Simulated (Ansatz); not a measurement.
# BH2SO (SMILES O[B]S): the energy, rung by rung

BH2SO has 5 atoms, charge 0, and is taken as a doublet. As SMILES, `O[B]S`. Geometry: relaxed at PBE0-D4/def2-TZVP. This is a higher conformer, about 7 kJ/mol above the lowest found by a separate search.

```tsv
atom	x (Å)	y (Å)	z (Å)
O	-1.2947	-0.0547	-0.4356
B	-0.4543	0.8256	0.1097
S	1.2538	0.6942	0.6111
H	-0.9471	-0.9400	-0.6047
H	1.4921	-0.5986	0.2782
```

Quantity: the energy change with the B2–S3 bond stretched from 1.785 to 4.462 Å, in eV. The values are calculated.

```json
{"level": "U-revPBE/STO-3G", "kind": "GGA", "program": "Ansatz", "value (eV)": "4.09", "less FCI/STO-3G": "+0.88"}
{"level": "UB3LYP/STO-3G", "kind": "global hybrid", "program": "Ansatz", "value (eV)": "3.91", "less FCI/STO-3G": "+0.70"}
{"level": "UBHLYP/STO-3G", "kind": "global hybrid", "program": "Ansatz", "value (eV)": "3.77", "less FCI/STO-3G": "+0.56"}
{"level": "UPBE0/STO-3G", "kind": "global hybrid", "program": "Ansatz", "value (eV)": "4.20", "less FCI/STO-3G": "+0.99"}
{"level": "U-wB97M-V/STO-3G", "kind": "range-separated hybrid", "program": "Ansatz", "value (eV)": "3.80", "less FCI/STO-3G": "+0.59"}
{"level": "U-wB97X/STO-3G", "kind": "range-separated hybrid", "program": "Ansatz", "value (eV)": "3.88", "less FCI/STO-3G": "+0.67"}
{"level": "UCCSDT(Q)/STO-3G", "kind": "coupled cluster or CI", "program": "Ansatz", "value (eV)": "3.21", "less FCI/STO-3G": "0.00"}
{"level": "FCI/STO-3G", "kind": "exact in the basis", "program": "Ansatz", "value (eV)": "3.21", "less FCI/STO-3G": "0.00"}
```

FCI/STO-3G is exact within its basis and frozen core, so for wave-function methods in that basis the difference is their error; functionals converge differently with the basis, so for them it is only a difference. The first shape isn't each level's own minimum. The values span 3.21 to 4.20 eV. Spin contamination of the reference (⟨S²⟩ at least 0.1 too high) touches UCCSDT(Q)/STO-3G. All rows use very small basis sets, so even the best lies far from the true value.
